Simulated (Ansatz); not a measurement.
simple cubic against fcc along group 11 and 12

Computed with Ansatz, DFT, BLYP, plane waves (420 eV) with PAW, scalar-relativistic. (PAW data from PBE, frozen cores regenerated.)

Each structure is relaxed within its symmetry, in the lowest magnetic state of the tried starts. Differences under about 8 meV lie within the error of the k-point mesh.

```json
{"element": "Cu", "E(simple cubic) − E(fcc) (meV/atom)": "317", "V(simple cubic) (Å³/atom)": "14.81", "V(fcc) (Å³/atom)": "12.68", "state of simple cubic": "spin not included", "state of fcc": "spin not included"}
{"element": "Ag", "E(simple cubic) − E(fcc) (meV/atom)": "189", "V(simple cubic) (Å³/atom)": "22.45", "V(fcc) (Å³/atom)": "19.30", "state of simple cubic": "spin not included", "state of fcc": "spin not included"}
{"element": "Au", "E(simple cubic) − E(fcc) (meV/atom)": "14", "V(simple cubic) (Å³/atom)": "22.33", "V(fcc) (Å³/atom)": "19.46", "state of simple cubic": "spin not included", "state of fcc": "spin not included"}
{"element": "Zn", "E(simple cubic) − E(fcc) (meV/atom)": "23", "V(simple cubic) (Å³/atom)": "20.29", "V(fcc) (Å³/atom)": "16.76", "state of simple cubic": "spin not included", "state of fcc": "spin not included"}
{"element": "Cd", "E(simple cubic) − E(fcc) (meV/atom)": "-33", "V(simple cubic) (Å³/atom)": "30.76", "V(fcc) (Å³/atom)": "26.46", "state of simple cubic": "spin not included", "state of fcc": "spin not included"}
```
